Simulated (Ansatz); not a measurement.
Geometry optimisation, RKS PBE/def2-SVP in Ansatz.

Input file:

```yaml
crystal:
  periodic: [false, false, false]
  atoms:
    - { symbol: O, position_ang: [1.3522, -1.3997, 0.6694] }
    - { symbol: C, position_ang: [0.6514, -0.4099, 0.2418] }
    - { symbol: O, position_ang: [1.0984, 0.8505, 0.3669] }
    - { symbol: C, position_ang: [-0.574, -0.4778, -0.5133] }
    - { symbol: S, position_ang: [-1.8862, 0.6394, 0.1561] }
    - { symbol: H, position_ang: [1.9738, 0.7463, 0.8672] }
    - { symbol: H, position_ang: [-1.0088, -1.5067, -0.4365] }
    - { symbol: H, position_ang: [-0.4243, -0.2378, -1.5686] }
    - { symbol: H, position_ang: [-1.0939, 1.7495, 0.1999] }
basis:
  gaussian: { orbitals: def2-SVP }
hamiltonian:
  xc: pbe
relax:
  f_tol: 0.02
  max_steps: 50
```

Command:

```bash
$ ansatz run input.yaml --threads 2 --pin off --max-ram 3072MiB --backend cpu --events-out ev --progress --plain --runs-dir out
```

**Question.** Where does it end, and by what steps?

**Answer.** The run converged. After 12 steps the energy has fallen by 0.314 eV; O1 moved furthest, 0.22 Å.

```csv
step,energy less start (eV),largest force component (eV/Å),accepted
0,0.0000,4.258,yes
1,-0.2431,1.698,yes
2,-0.2904,0.631,yes
3,-0.3057,0.204,yes
4,-0.3092,0.140,yes
5,-0.3109,0.024,yes
6,-0.3112,0.021,yes
7,-0.3118,0.054,yes
8,-0.3128,0.123,yes
9,-0.3132,0.144,yes
10,-0.3133,0.133,yes
11,-0.3137,0.033,yes
12,-0.3137,0.018,yes
```

```xyz
9
Properties=species:S:1:pos:R:3
O 1.203 -1.387 0.834
C 0.704 -0.434 0.272
O 1.260 0.807 0.275
C -0.591 -0.453 -0.518
S -1.919 0.553 0.259
H 2.072 0.731 0.822
H -0.964 -1.493 -0.537
H -0.411 -0.114 -1.559
H -1.266 1.743 0.135
```

The run took 14 s on 2 threads of Intel(R) Xeon(R) Platinum 8488C (Sapphire Rapids) (shared host), peak memory 0.14 GiB.
